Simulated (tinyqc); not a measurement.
ROHF in the sto-3g basis, for LiH, spin multiplicity 3, step by step (part 1 of 2). Computed by tinyqc, a small Python program that keeps every step (integrals from PySCF). Settings: charge = 0, multiplicity = 3, basis = sto-3g, energy threshold = 1e-08, iteration cap = 74, orthogonalisation = symmetric, start = highest core orbitals, DIIS depth = 0, method = ROHF. Command: `OMP_NUM_THREADS=1 python tinyqc.py 28767 28768 out.jsonl` (the two numbers bound the seeds that draw the settings). One thread of a shared host (Intel(R) Xeon(R) Processor @ 2.60GHz), about 0.06 s of CPU time with the checks. Later iterations appear only in the table of the cycle.

## One-electron integrals

Geometry (angstrom):
```
atom         x         y         z
Li    0.000000  0.000000  0.000000
H     0.000000  0.000000  2.783000
```

Basis sto-3g: exponents (1/bohr^2) and contraction coefficients of normalised primitives:
```
element  l (shell)   exponent  coefficient
Li           s (1)  16.119575     0.154329
Li           s (1)   2.936201     0.535328
Li           s (1)   0.794651     0.444635
Li           s (2)   0.636290    -0.099967
Li           s (2)   0.147860     0.399513
Li           s (2)   0.048089     0.700115
Li           p (3)   0.636290     0.155916
Li           p (3)   0.147860     0.607684
Li           p (3)   0.048089     0.391957
H            s (1)   3.425251     0.154329
H            s (1)   0.623914     0.535328
H            s (1)   0.168855     0.444635
```

Overlap, kinetic and nuclear-attraction integrals over the contracted functions; the nuclear repulsion is the sum of Za Zb / Rab.

nuclear repulsion = 0.57043896 hartree

overlap S, order 1Li 1s, 1Li 2s, 1Li 2px, 1Li 2py, 1Li 2pz, 2H 1s:
```
[[1.000000, 0.241137, 0.000000, 0.000000, 0.000000, 0.003739],
 [0.241137, 1.000000, 0.000000, 0.000000, 0.000000, 0.152315],
 [0.000000, 0.000000, 1.000000, 0.000000, 0.000000, 0.000000],
 [0.000000, 0.000000, 0.000000, 1.000000, 0.000000, 0.000000],
 [0.000000, 0.000000, 0.000000, 0.000000, 1.000000, 0.233658],
 [0.003739, 0.152315, 0.000000, 0.000000, 0.233658, 1.000000]]
```

kinetic energy T (hartree), order 1Li 1s, 1Li 2s, 1Li 2px, 1Li 2py, 1Li 2pz, 2H 1s:
```
[[3.576786, -0.020237, 0.000000, 0.000000, 0.000000, -0.002793],
 [-0.020237, 0.102163, 0.000000, 0.000000, 0.000000, -0.000278],
 [0.000000, 0.000000, 0.319682, 0.000000, 0.000000, 0.000000],
 [0.000000, 0.000000, 0.000000, 0.319682, 0.000000, 0.000000],
 [0.000000, 0.000000, 0.000000, 0.000000, 0.319682, 0.011558],
 [-0.002793, -0.000278, 0.000000, 0.000000, 0.011558, 0.760032]]
```

nuclear attraction V (hartree), order 1Li 1s, 1Li 2s, 1Li 2px, 1Li 2py, 1Li 2pz, 2H 1s:
```
[[-8.173028, -1.010194, 0.000000, 0.000000, -0.005324, -0.013753],
 [-1.010194, -1.395018, 0.000000, 0.000000, -0.061431, -0.206171],
 [0.000000, 0.000000, -1.371469, 0.000000, 0.000000, 0.000000],
 [0.000000, 0.000000, 0.000000, -1.371469, 0.000000, 0.000000],
 [-0.005324, -0.061431, 0.000000, 0.000000, -1.412692, -0.318529],
 [-0.013753, -0.206171, 0.000000, 0.000000, -0.318529, -1.797051]]
```

core Hamiltonian H = T + V (hartree), order 1Li 1s, 1Li 2s, 1Li 2px, 1Li 2py, 1Li 2pz, 2H 1s:
```
[[-4.596241, -1.030432, 0.000000, 0.000000, -0.005324, -0.016546],
 [-1.030432, -1.292855, 0.000000, 0.000000, -0.061431, -0.206449],
 [0.000000, 0.000000, -1.051787, 0.000000, 0.000000, 0.000000],
 [0.000000, 0.000000, 0.000000, -1.051787, 0.000000, 0.000000],
 [-0.005324, -0.061431, 0.000000, 0.000000, -1.093010, -0.306971],
 [-0.016546, -0.206449, 0.000000, 0.000000, -0.306971, -1.037019]]
```

## Two-electron integrals

Functions are numbered as in S; the eight-fold symmetry (ij|kl) = (ji|kl) = (kl|ij) leaves the list below.

Two-electron integrals (ij|kl) in chemists' order, unique and non-zero (hartree):
```
(11|11) 1.680395   (21|11) 0.265420   (21|21) 0.049941   (22|11) 0.397727
(22|21) 0.092860   (22|22) 0.290562   (31|31) 0.008981   (32|31) 0.013788
(32|32) 0.064184   (33|11) 0.396640   (33|21) 0.092880   (33|22) 0.290497
(33|33) 0.312946   (41|41) 0.008981   (42|41) 0.013788   (42|42) 0.064184
(43|43) 0.016869   (44|11) 0.396640   (44|21) 0.092880   (44|22) 0.290497
(44|33) 0.279207   (44|44) 0.312946   (51|51) 0.008981   (52|51) 0.013788
(52|52) 0.064184   (53|53) 0.016869   (54|54) 0.016869   (55|11) 0.396640
(55|21) 0.092880   (55|22) 0.290497   (55|33) 0.279207   (55|44) 0.279207
(55|55) 0.312946   (61|11) 0.003655   (61|21) 0.000711   (61|22) 0.001414
(61|33) 0.001390   (61|44) 0.001390   (61|51) 0.000114   (61|52) 0.000233
(61|55) 0.001464   (61|61) 0.000012   (62|11) 0.036828   (62|21) 0.008838
(62|22) 0.033611   (62|33) 0.031582   (62|44) 0.031582   (62|51) 0.001222
(62|52) 0.010618   (62|55) 0.037628   (62|61) 0.000164   (62|62) 0.010127
(63|31) 0.000323   (63|32) 0.002179   (63|53) 0.001145   (63|63) 0.000360
(64|41) 0.000323   (64|42) 0.002179   (64|54) 0.001145   (64|64) 0.000360
(65|11) 0.054881   (65|21) 0.013199   (65|22) 0.050804   (65|33) 0.047487
(65|44) 0.047487   (65|51) 0.001885   (65|52) 0.016582   (65|55) 0.057377
(65|61) 0.000248   (65|62) 0.015970   (65|65) 0.025230   (66|11) 0.190145
(66|21) 0.045849   (66|22) 0.187023   (66|33) 0.174136   (66|44) 0.174136
(66|51) 0.005321   (66|52) 0.059649   (66|55) 0.212465   (66|61) 0.000835
(66|62) 0.078190   (66|65) 0.124926   (66|66) 0.774606
```

## Orthogonalisation

S = U s U^T; symmetric (Loewdin) form X = U s^(-1/2) U^T, so that X^T S X = 1.

eigenvalues of S: [0.676236, 0.825121, 1.000000, 1.000000, 1.171267, 1.327377]

X, order 1Li 1s, 1Li 2s, 1Li 2px, 1Li 2py, 1Li 2pz, 2H 1s:
```
[[1.023117, -0.126954, 0.000000, 0.000000, -0.002635, 0.013232],
 [-0.126954, 1.032761, 0.000000, 0.000000, 0.014728, -0.082871],
 [0.000000, 0.000000, 1.000000, 0.000000, 0.000000, 0.000000],
 [0.000000, 0.000000, 0.000000, 1.000000, 0.000000, 0.000000],
 [-0.002635, 0.014728, 0.000000, 0.000000, 1.021731, -0.122956],
 [0.013232, -0.082871, 0.000000, 0.000000, -0.122956, 1.031290]]
```

## Starting guess

The start is the highest orbitals of the core Hamiltonian (a deliberately bad start); D(s) = C_occ C_occ^T for each spin.

D(alpha) at the start, order 1Li 1s, 1Li 2s, 1Li 2px, 1Li 2py, 1Li 2pz, 2H 1s:
```
[[0.000486, -0.002469, 0.000000, 0.000000, -0.013423, 0.021198],
 [-0.002469, 0.012532, 0.000000, 0.000000, 0.068132, -0.107595],
 [0.000000, 0.000000, 1.000000, 0.000000, 0.000000, 0.000000],
 [0.000000, 0.000000, 0.000000, 1.000000, 0.000000, 0.000000],
 [-0.013423, 0.068132, 0.000000, 0.000000, 0.370400, -0.584939],
 [0.021198, -0.107595, 0.000000, 0.000000, -0.584939, 0.923742]]
```

D(beta) at the start, order 1Li 1s, 1Li 2s, 1Li 2px, 1Li 2py, 1Li 2pz, 2H 1s:
```
[[0.000486, -0.002469, 0.000000, 0.000000, -0.013423, 0.021198],
 [-0.002469, 0.012532, 0.000000, 0.000000, 0.068132, -0.107595],
 [0.000000, 0.000000, 0.000000, 0.000000, 0.000000, 0.000000],
 [0.000000, 0.000000, 0.000000, 0.000000, 0.000000, 0.000000],
 [-0.013423, 0.068132, 0.000000, 0.000000, 0.370400, -0.584939],
 [0.021198, -0.107595, 0.000000, 0.000000, -0.584939, 0.923742]]
```

## Iteration 1: building the Fock matrix

J_ij = sum D_kl (ij|kl) with D = D(alpha) + D(beta), K_ij = sum D_kl (ik|jl) for each spin; F = H + J - K(s); E = tr D H + tr D J / 2 - 0.5 sum_s tr D(s) K(s) + E_nn.

Coulomb J (hartree), order 1Li 1s, 1Li 2s, 1Li 2px, 1Li 2py, 1Li 2pz, 2H 1s:
```
[[1.303434, 0.306740, 0.000000, 0.000000, 0.008178, 0.004847],
 [0.306740, 1.015254, 0.000000, 0.000000, 0.083605, 0.197404],
 [0.000000, 0.000000, 1.002870, 0.000000, 0.000000, 0.000000],
 [0.000000, 0.000000, 0.000000, 1.002870, 0.000000, 0.000000],
 [0.008178, 0.083605, 0.000000, 0.000000, 1.039201, 0.308007],
 [0.004847, 0.197404, 0.000000, 0.000000, 0.308007, 1.631251]]
```

exchange K(alpha) (hartree), order 1Li 1s, 1Li 2s, 1Li 2px, 1Li 2py, 1Li 2pz, 2H 1s:
```
[[0.021301, 0.031865, 0.000000, 0.000000, -0.000187, -0.001797],
 [0.031865, 0.145425, 0.000000, 0.000000, -0.000527, 0.022660],
 [0.000000, 0.000000, 0.335342, 0.000000, 0.000000, 0.000000],
 [0.000000, 0.000000, 0.000000, 0.335342, 0.000000, 0.000000],
 [-0.000187, -0.000527, 0.000000, 0.000000, 0.103087, -0.004336],
 [-0.001797, 0.022660, 0.000000, 0.000000, -0.004336, 0.564959]]
```

exchange K(beta) (hartree), order 1Li 1s, 1Li 2s, 1Li 2px, 1Li 2py, 1Li 2pz, 2H 1s:
```
[[0.003339, 0.004288, 0.000000, 0.000000, -0.000187, -0.002443],
 [0.004288, 0.017056, 0.000000, 0.000000, -0.000527, 0.018301],
 [0.000000, 0.000000, 0.005527, 0.000000, 0.000000, 0.000000],
 [0.000000, 0.000000, 0.000000, 0.005527, 0.000000, 0.000000],
 [-0.000187, -0.000527, 0.000000, 0.000000, 0.069349, -0.006626],
 [-0.002443, 0.018301, 0.000000, 0.000000, -0.006626, 0.564238]]
```

F(alpha) (hartree), order 1Li 1s, 1Li 2s, 1Li 2px, 1Li 2py, 1Li 2pz, 2H 1s:
```
[[-3.314109, -0.755556, 0.000000, 0.000000, 0.003042, -0.009901],
 [-0.755556, -0.423025, 0.000000, 0.000000, 0.022700, -0.031706],
 [0.000000, 0.000000, -0.384259, 0.000000, 0.000000, 0.000000],
 [0.000000, 0.000000, 0.000000, -0.384259, 0.000000, 0.000000],
 [0.003042, 0.022700, 0.000000, 0.000000, -0.156897, 0.005373],
 [-0.009901, -0.031706, 0.000000, 0.000000, 0.005373, 0.029273]]
```

F(beta) (hartree), order 1Li 1s, 1Li 2s, 1Li 2px, 1Li 2py, 1Li 2pz, 2H 1s:
```
[[-3.296147, -0.727980, 0.000000, 0.000000, 0.003042, -0.009255],
 [-0.727980, -0.294657, 0.000000, 0.000000, 0.022700, -0.027347],
 [0.000000, 0.000000, -0.054444, 0.000000, 0.000000, 0.000000],
 [0.000000, 0.000000, 0.000000, -0.054444, 0.000000, 0.000000],
 [0.003042, 0.022700, 0.000000, 0.000000, -0.123158, 0.007662],
 [-0.009255, -0.027347, 0.000000, 0.000000, 0.007662, 0.029993]]
```

total energy of this density = -1.87273134 hartree

## Iteration 1: Roothaan effective Fock matrix

With projectors Pc = D(beta) S, Po = (D(alpha) - D(beta)) S, Pv = 1 - D(alpha) S, the block xy is Px^T F Py; with Fc = (F(alpha) + F(beta))/2, the blocks are Fc for cc, oo, vv and cv, F(beta) for co and F(alpha) for ov.

effective F (hartree), order 1Li 1s, 1Li 2s, 1Li 2px, 1Li 2py, 1Li 2pz, 2H 1s:
```
[[-3.305128, -0.741768, 0.000000, 0.000000, 0.003042, -0.009578],
 [-0.741768, -0.358841, 0.000000, 0.000000, 0.022700, -0.029526],
 [0.000000, 0.000000, -0.219352, 0.000000, 0.000000, 0.000000],
 [0.000000, 0.000000, 0.000000, -0.219352, 0.000000, 0.000000],
 [0.003042, 0.022700, 0.000000, 0.000000, -0.140028, 0.006517],
 [-0.009578, -0.029526, 0.000000, 0.000000, 0.006517, 0.029633]]
```

## Iteration 1: diagonalisation and new density

Diagonalise F' = X^T F X, C = X C', fill 3 alpha and 1 beta electrons from the bottom; D(s) = C_occ C_occ^T. Each column has its largest component positive (the first on a tie).

F' = X^T F X (hartree):
```
[[-3.272953, -0.319354, 0.000000, 0.000000, -0.000451, 0.009717],
 [-0.319354, -0.235807, 0.000000, 0.000000, 0.021671, -0.017038],
 [0.000000, 0.000000, -0.219352, 0.000000, 0.000000, 0.000000],
 [0.000000, 0.000000, 0.000000, -0.219352, 0.000000, 0.000000],
 [-0.000451, 0.021671, 0.000000, 0.000000, -0.146645, 0.018417],
 [0.009717, -0.017038, 0.000000, 0.000000, 0.018417, 0.031569]]
```

orbital energies (hartree): [-3.306189, -0.219352, -0.219352, -0.212136, -0.140031, 0.034519]

coefficients C, order 1Li 1s, 1Li 2s, 1Li 2px, 1Li 2py, 1Li 2pz, 2H 1s:
```
[[1.004463, 0.000000, 0.000000, -0.215368, -0.082401, 0.030801],
 [-0.019252, 0.000000, 0.000000, 0.962285, 0.375238, -0.150431],
 [0.000000, 0.947497, -0.319765, 0.000000, 0.000000, 0.000000],
 [0.000000, 0.319765, 0.947497, 0.000000, 0.000000, 0.000000],
 [-0.001373, 0.000000, 0.000000, -0.340597, 0.970814, -0.028064],
 [0.002218, 0.000000, 0.000000, 0.060099, -0.210779, 1.018663]]
```

D(alpha) after iteration 1, order 1Li 1s, 1Li 2s, 1Li 2px, 1Li 2py, 1Li 2pz, 2H 1s:
```
[[1.008947, -0.019338, 0.000000, 0.000000, -0.001379, 0.002228],
 [-0.019338, 0.000371, 0.000000, 0.000000, 0.000026, -0.000043],
 [0.000000, 0.000000, 1.000000, 0.000000, 0.000000, 0.000000],
 [0.000000, 0.000000, 0.000000, 1.000000, 0.000000, 0.000000],
 [-0.001379, 0.000026, 0.000000, 0.000000, 0.000002, -0.000003],
 [0.002228, -0.000043, 0.000000, 0.000000, -0.000003, 0.000005]]
```

D(beta) after iteration 1, order 1Li 1s, 1Li 2s, 1Li 2px, 1Li 2py, 1Li 2pz, 2H 1s:
```
[[1.008947, -0.019338, 0.000000, 0.000000, -0.001379, 0.002228],
 [-0.019338, 0.000371, 0.000000, 0.000000, 0.000026, -0.000043],
 [0.000000, 0.000000, 0.000000, 0.000000, 0.000000, 0.000000],
 [0.000000, 0.000000, 0.000000, 0.000000, 0.000000, 0.000000],
 [-0.001379, 0.000026, 0.000000, 0.000000, 0.000002, -0.000003],
 [0.002228, -0.000043, 0.000000, 0.000000, -0.000003, 0.000005]]
```

Within a degenerate level the vectors are fixed only up to a rotation; this is one choice.

## Iteration 2: building the Fock matrix

As before.

Coulomb J (hartree), order 1Li 1s, 1Li 2s, 1Li 2px, 1Li 2py, 1Li 2pz, 2H 1s:
```
[[4.163930, 0.717562, 0.000000, 0.000000, -0.000047, 0.010102],
 [0.717562, 1.376606, 0.000000, 0.000000, -0.000069, 0.136816],
 [0.000000, 0.000000, 1.385569, 0.000000, 0.000000, 0.000000],
 [0.000000, 0.000000, 0.000000, 1.385569, 0.000000, 0.000000],
 [-0.000047, -0.000069, 0.000000, 0.000000, 1.351831, 0.204726],
 [0.010102, 0.136816, 0.000000, 0.000000, 0.204726, 0.728534]]
```

exchange K(alpha) (hartree), order 1Li 1s, 1Li 2s, 1Li 2px, 1Li 2py, 1Li 2pz, 2H 1s:
```
[[1.703161, 0.286832, 0.000000, 0.000000, -0.000435, 0.003958],
 [0.286832, 0.175310, 0.000000, 0.000000, -0.000108, 0.004968],
 [0.000000, 0.000000, 0.338368, 0.000000, 0.000000, 0.000000],
 [0.000000, 0.000000, 0.000000, 0.338368, 0.000000, 0.000000],
 [-0.000435, -0.000108, 0.000000, 0.000000, 0.042298, 0.002386],
 [0.003958, 0.004968, 0.000000, 0.000000, 0.002386, 0.000730]]
```

exchange K(beta) (hartree), order 1Li 1s, 1Li 2s, 1Li 2px, 1Li 2py, 1Li 2pz, 2H 1s:
```
[[1.685198, 0.259256, 0.000000, 0.000000, -0.000435, 0.003312],
 [0.259256, 0.046941, 0.000000, 0.000000, -0.000108, 0.000609],
 [0.000000, 0.000000, 0.008553, 0.000000, 0.000000, 0.000000],
 [0.000000, 0.000000, 0.000000, 0.008553, 0.000000, 0.000000],
 [-0.000435, -0.000108, 0.000000, 0.000000, 0.008560, 0.000097],
 [0.003312, 0.000609, 0.000000, 0.000000, 0.000097, 0.000010]]
```

F(alpha) (hartree), order 1Li 1s, 1Li 2s, 1Li 2px, 1Li 2py, 1Li 2pz, 2H 1s:
```
[[-2.135472, -0.599702, 0.000000, 0.000000, -0.004936, -0.010402],
 [-0.599702, -0.091559, 0.000000, 0.000000, -0.061392, -0.074601],
 [0.000000, 0.000000, -0.004586, 0.000000, 0.000000, 0.000000],
 [0.000000, 0.000000, 0.000000, -0.004586, 0.000000, 0.000000],
 [-0.004936, -0.061392, 0.000000, 0.000000, 0.216523, -0.104631],
 [-0.010402, -0.074601, 0.000000, 0.000000, -0.104631, -0.309216]]
```

F(beta) (hartree), order 1Li 1s, 1Li 2s, 1Li 2px, 1Li 2py, 1Li 2pz, 2H 1s:
```
[[-2.117509, -0.572125, 0.000000, 0.000000, -0.004936, -0.009756],
 [-0.572125, 0.036810, 0.000000, 0.000000, -0.061392, -0.070242],
 [0.000000, 0.000000, 0.325229, 0.000000, 0.000000, 0.000000],
 [0.000000, 0.000000, 0.000000, 0.325229, 0.000000, 0.000000],
 [-0.004936, -0.061392, 0.000000, 0.000000, 0.250261, -0.102341],
 [-0.009756, -0.070242, 0.000000, 0.000000, -0.102341, -0.308495]]
```

total energy of this density = -7.20686565 hartree

## Iteration 2: Roothaan effective Fock matrix

As before.

effective F (hartree), order 1Li 1s, 1Li 2s, 1Li 2px, 1Li 2py, 1Li 2pz, 2H 1s:
```
[[-2.126491, -0.585914, 0.000000, 0.000000, -0.004936, -0.010079],
 [-0.585914, -0.027375, 0.000000, 0.000000, -0.061392, -0.072422],
 [0.000000, 0.000000, 0.160321, 0.000000, 0.000000, 0.000000],
 [0.000000, 0.000000, 0.000000, 0.160321, 0.000000, 0.000000],
 [-0.004936, -0.061392, 0.000000, 0.000000, 0.233392, -0.103486],
 [-0.010079, -0.072422, 0.000000, 0.000000, -0.103486, -0.308856]]
```

## Iteration 2: diagonalisation and new density

As before.

F' = X^T F X (hartree):
```
[[-2.074269, -0.349131, 0.000000, 0.000000, -0.001870, 0.016471],
 [-0.349131, 0.098688, 0.000000, 0.000000, -0.044151, -0.053417],
 [0.000000, 0.000000, 0.160321, 0.000000, 0.000000, 0.000000],
 [0.000000, 0.000000, 0.000000, 0.160321, 0.000000, 0.000000],
 [-0.001870, -0.044151, 0.000000, 0.000000, 0.263437, -0.097452],
 [0.016471, -0.053417, 0.000000, 0.000000, -0.097452, -0.287119]]
```

orbital energies (hartree): [-2.129049, -0.312092, 0.153045, 0.160321, 0.160321, 0.288835]

coefficients C, order 1Li 1s, 1Li 2s, 1Li 2px, 1Li 2py, 1Li 2pz, 2H 1s:
```
[[0.991054, -0.021663, -0.276533, 0.000000, 0.000000, 0.062785],
 [0.034843, 0.059392, 1.014870, 0.000000, 0.000000, -0.234720],
 [0.000000, 0.000000, 0.000000, 0.991434, 0.130606, 0.000000],
 [0.000000, 0.000000, 0.000000, -0.130606, 0.991434, 0.000000],
 [0.003722, 0.061032, 0.266000, 0.000000, 0.000000, 0.992361],
 [-0.004474, 0.973488, -0.284153, 0.000000, 0.000000, -0.239328]]
```

D(alpha) after iteration 2, order 1Li 1s, 1Li 2s, 1Li 2px, 1Li 2py, 1Li 2pz, 2H 1s:
```
[[1.059127, -0.247400, 0.000000, 0.000000, -0.071191, 0.053055],
 [-0.247400, 1.034703, 0.000000, 0.000000, 0.273710, -0.230717],
 [0.000000, 0.000000, 0.000000, 0.000000, 0.000000, 0.000000],
 [0.000000, 0.000000, 0.000000, 0.000000, 0.000000, 0.000000],
 [-0.071191, 0.273710, 0.000000, 0.000000, 0.074495, -0.016187],
 [0.053055, -0.230717, 0.000000, 0.000000, -0.016187, 1.028441]]
```

D(beta) after iteration 2, order 1Li 1s, 1Li 2s, 1Li 2px, 1Li 2py, 1Li 2pz, 2H 1s:
```
[[0.982187, 0.034531, 0.000000, 0.000000, 0.003689, -0.004434],
 [0.034531, 0.001214, 0.000000, 0.000000, 0.000130, -0.000156],
 [0.000000, 0.000000, 0.000000, 0.000000, 0.000000, 0.000000],
 [0.000000, 0.000000, 0.000000, 0.000000, 0.000000, 0.000000],
 [0.003689, 0.000130, 0.000000, 0.000000, 0.000014, -0.000017],
 [-0.004434, -0.000156, 0.000000, 0.000000, -0.000017, 0.000020]]
```

Within a degenerate level the vectors are fixed only up to a rotation; this is one choice.

## Iteration 3: building the Fock matrix

As before.

Coulomb J (hartree), order 1Li 1s, 1Li 2s, 1Li 2px, 1Li 2py, 1Li 2pz, 2H 1s:
```
[[3.935907, 0.666375, 0.000000, 0.000000, 0.011197, 0.009622],
 [0.666375, 1.270311, 0.000000, 0.000000, 0.089220, 0.189926],
 [0.000000, 0.000000, 1.254963, 0.000000, 0.000000, 0.000000],
 [0.000000, 0.000000, 0.000000, 1.254963, 0.000000, 0.000000],
 [0.011197, 0.089220, 0.000000, 0.000000, 1.293791, 0.292455],
 [0.009622, 0.189926, 0.000000, 0.000000, 0.292455, 1.366727]]
```

exchange K(alpha) (hartree), order 1Li 1s, 1Li 2s, 1Li 2px, 1Li 2py, 1Li 2pz, 2H 1s:
```
[[1.700833, 0.267242, 0.000000, 0.000000, 0.000339, 0.004143],
 [0.267242, 0.307874, 0.000000, 0.000000, 0.091627, 0.086231],
 [0.000000, 0.000000, 0.069720, 0.000000, 0.000000, 0.000000],
 [0.000000, 0.000000, 0.000000, 0.069720, 0.000000, 0.000000],
 [0.000339, 0.091627, 0.000000, 0.000000, 0.109053, 0.137102],
 [0.004143, 0.086231, 0.000000, 0.000000, 0.137102, 0.777598]]
```

exchange K(beta) (hartree), order 1Li 1s, 1Li 2s, 1Li 2px, 1Li 2py, 1Li 2pz, 2H 1s:
```
[[1.668821, 0.276096, 0.000000, 0.000000, 0.001264, 0.004252],
 [0.276096, 0.055730, 0.000000, 0.000000, 0.000365, 0.000917],
 [0.000000, 0.000000, 0.009848, 0.000000, 0.000000, 0.000000],
 [0.000000, 0.000000, 0.000000, 0.009848, 0.000000, 0.000000],
 [0.001264, 0.000365, 0.000000, 0.000000, 0.009833, 0.000158],
 [0.004252, 0.000917, 0.000000, 0.000000, 0.000158, 0.000021]]
```

F(alpha) (hartree), order 1Li 1s, 1Li 2s, 1Li 2px, 1Li 2py, 1Li 2pz, 2H 1s:
```
[[-2.361167, -0.631299, 0.000000, 0.000000, 0.005535, -0.011066],
 [-0.631299, -0.330418, 0.000000, 0.000000, -0.063838, -0.102754],
 [0.000000, 0.000000, 0.133455, 0.000000, 0.000000, 0.000000],
 [0.000000, 0.000000, 0.000000, 0.133455, 0.000000, 0.000000],
 [0.005535, -0.063838, 0.000000, 0.000000, 0.091728, -0.151617],
 [-0.011066, -0.102754, 0.000000, 0.000000, -0.151617, -0.447890]]
```

F(beta) (hartree), order 1Li 1s, 1Li 2s, 1Li 2px, 1Li 2py, 1Li 2pz, 2H 1s:
```
[[-2.329155, -0.640153, 0.000000, 0.000000, 0.004610, -0.011176],
 [-0.640153, -0.078273, 0.000000, 0.000000, 0.027423, -0.017440],
 [0.000000, 0.000000, 0.193327, 0.000000, 0.000000, 0.000000],
 [0.000000, 0.000000, 0.000000, 0.193327, 0.000000, 0.000000],
 [0.004610, 0.027423, 0.000000, 0.000000, 0.190949, -0.014673],
 [-0.011176, -0.017440, 0.000000, 0.000000, -0.014673, 0.329687]]
```

total energy of this density = -7.75990507 hartree
